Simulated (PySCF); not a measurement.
Gas-phase reaction: Si₂H₆ = 2 Si + 6 H

Computed with PySCF and rigid-rotor harmonic-oscillator thermochemistry at 1 bar. † marks an energy on the PBE0/def2-TZVP geometry and frequencies; other levels use their own. 6-31G* has spherical d functions here. Open shells (unrestricted): Si (multiplicity 3), H (multiplicity 2); the rest are closed-shell singlets. Spin-orbit splitting is ignored; it lowers the true energy and changes the entropy of Si.

ωB97X-V/def2-TZVP† gives ΔH°(298 K) = 2168 kJ.

Question: What do ωB97M-V/def2-TZVP†, HF/6-31G*, PBE0/def2-SVP† give?

Answer: ωB97M-V/def2-TZVP†: 2140 kJ; HF/6-31G*: 1607 kJ; PBE0/def2-SVP†: 2080 kJ. For scale, ΔH°(298 K) is 2168 kJ at this level, 2140 kJ at ωB97M-V/def2-TZVP†, and runs from 1607 to 2331 kJ over the 19 levels computed.
